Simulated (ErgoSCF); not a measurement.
# MgCl (SMILES [Mg][Cl]) at UBHLYP/6-31G(d,p) (spherical functions)

What is the energy change on altering one bond length of MgCl at UBHLYP/6-31G** (spherical functions)? 

Program for the calculation: ErgoSCF 3.8.

4 further runs of the same task are left out: 4 set aside as unsound or not needed.

## 1. The molecule

MgCl: 2 atoms, total charge 0, spin state doublet. As SMILES, `[Mg][Cl]`. The coordinates come from a PBE0-D4/def2-TZVP relaxation.

Bond lengths: Mg1–Cl2 2.210 Å.

## 2. The energy at UBHLYP/6-31G(d,p) (spherical functions)

mol.xyz reads:

```xyz
2

Mg     0.955300    -0.365300     0.475300
Cl    -0.925900     0.305200    -0.471200
```

Launch:

```console
$ ergo -m mol.xyz -e 'set_nthreads(1)' -e 'basis = "6-31Gss"' -e 'scf.use_diagonalization = 1' -e 'spin_polarization = 1' -e 'scf.output_mulliken_pop = 1' -e 'tmpdir = "."' -e 'scf.max_number_of_iterations = 150' -e 'run "BHandHLYP"'
```

The program printed, shortened:

```text
[...]
INDF Weighted mixed functional:
[...]
INSC Energy   1 =       -383.75821839824
[...]
INDE E_LUMO =         -0.08660789084
[...]
INSC Energy  17 =       -660.29519431575  ( diff     -0.000000000004547 )
[...]
RESC CONVERGED after  17 iterations.
RESC FINAL ENERGY:       -660.29519431575
RESC FINAL <S2> =          0.75079164907
[...]
INSC SCF: dipole_moment_x [atomic units] =       1.20656695
INSC SCF: dipole_moment_y [atomic units] =      -0.43004636
INSC SCF: dipole_moment_z [atomic units] =       0.60706766
[...]
```

It took 11 s on 1 thread of Intel Xeon Platinum 8259CL at 2.50GHz (Skylake/Cascade Lake), shared host; peak memory 0.27 GiB.

## 3. The distorted shape, same level

input.xyz reads:

```xyz
2
ClMg
Mg     1.331568    -0.499410     0.664614
Cl    -0.925900     0.305200    -0.471200
```

Launch:

```console
$ ergo -m input.xyz -e 'set_nthreads(1)' -e 'charge = 0' -e 'scf.max_number_of_iterations = 150' -e 'scf.output_mulliken_pop = 1' -e 'tmpdir = "."' -e 'spin_polarization = 1' -e 'scf.use_diagonalization = 1' -e 'basis = "6-31Gss"' -e 'run "BHandHLYP"'
```

The program printed, shortened:

```text
[...]
INDF Weighted mixed functional:
[...]
INSC Energy   1 =       -382.99015194069
[...]
INDE E_LUMO =         -0.11223460015
[...]
INSC Energy  17 =       -660.27370582156  ( diff     -0.000000000018304 )
[...]
RESC CONVERGED after  17 iterations.
RESC FINAL ENERGY:       -660.27370582156
RESC FINAL <S2> =          0.75279937517
[...]
INSC SCF: dipole_moment_x [atomic units] =       1.96957922
INSC SCF: dipole_moment_y [atomic units] =      -0.70200017
INSC SCF: dipole_moment_z [atomic units] =       0.99096664
[...]
```

It took 10 s on 1 thread of Intel Xeon Platinum 8259CL at 2.50GHz (Skylake/Cascade Lake), shared host; peak memory 0.27 GiB.

## 4. Outcome

At UBHLYP/6-31G** (spherical functions):

```
                                                           quantity          value
                                          first shape: total energy  -660.29519 Eh
                                         first shape: dipole moment         3.60 D
                                                  first shape: ⟨S²⟩          0.751
                                      distorted shape: total energy  -660.27371 Eh
                                     distorted shape: dipole moment         5.88 D
                                              distorted shape: ⟨S²⟩          0.753
energy change with the Mg1–Cl2 bond stretched from 2.210 to 2.652 Å       0.585 eV
```

In words: With the Mg1–Cl2 bond stretched from 2.210 to 2.652 Å the energy rises by 0.58 eV (13.5 kcal/mol). The first shape isn't relaxed at this level, so the change isn't measured from a minimum.
